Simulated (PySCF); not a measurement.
**Ne: ionisation energy**

Ne [Ne] (1S) → Ne⁺ [He] 2s2 2p5 (2P), as a difference of total energies. Computed with PySCF 2.14 in x2c-TZVPPall (5s3p2d1f, 31 functions), with the spin-free X2C one-electron Hamiltonian (Gaussian nucleus). Correlated levels: valence and next inner shell: nothing frozen. The calculations carry no spin-orbit coupling.

Problem. Order these methods by the ionisation energy they give, lowest first.
A. UHF
B. CCSD (valence and next inner shell)
C. SCS-MP2 (valence and next inner shell)
D. CCSD(T) (valence and next inner shell)

Solution. A (19.653 eV), B (21.263 eV), D (21.311 eV), C (21.375 eV).

Errors of the correlated levels include the incompleteness of this basis.

For comparison: 21.597 eV (measured; NIST levels, between the centres of gravity of the two terms).
